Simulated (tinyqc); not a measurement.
RHF in the sto-3g basis, for OH-, spin multiplicity 1, step by step. The basis has no diffuse functions, so it cannot describe the extra electron: this is an exercise in the method, not the real anion. One step of it, computed by the program tinyqc.

Question. Orthogonalisation. S = U s U^T; symmetric (Loewdin) form X = U s^(-1/2) U^T, so that X^T S X = 1.

overlap S, order 1O 1s, 1O 2s, 1O 2px, 1O 2py, 1O 2pz, 2H 1s:
$$\begin{pmatrix}
1.000000 & 0.236704 & 0.000000 & 0.000000 & 0.000000 & 0.050047 \\
0.236704 & 1.000000 & 0.000000 & 0.000000 & 0.000000 & 0.454172 \\
0.000000 & 0.000000 & 1.000000 & 0.000000 & 0.000000 & 0.000000 \\
0.000000 & 0.000000 & 0.000000 & 1.000000 & 0.000000 & 0.000000 \\
0.000000 & 0.000000 & 0.000000 & 0.000000 & 1.000000 & 0.382187 \\
0.050047 & 0.454172 & 0.000000 & 0.000000 & 0.382187 & 1.000000
\end{pmatrix}$$

Give: eigenvalues of S; X.

Answer.

eigenvalues of S: [0.391, 0.840, 1.000, 1.000, 1.131, 1.638]

X, order 1O 1s, 1O 2s, 1O 2px, 1O 2py, 1O 2pz, 2H 1s:
$$\begin{pmatrix}
1.023 & -0.133 & 0.000 & 0.000 & -0.009 & 0.024 \\
-0.133 & 1.132 & 0.000 & 0.000 & 0.091 & -0.303 \\
0.000 & 0.000 & 1.000 & 0.000 & 0.000 & 0.000 \\
0.000 & 0.000 & 0.000 & 1.000 & 0.000 & 0.000 \\
-0.009 & 0.091 & 0.000 & 0.000 & 1.075 & -0.251 \\
0.024 & -0.303 & 0.000 & 0.000 & -0.251 & 1.182
\end{pmatrix}$$
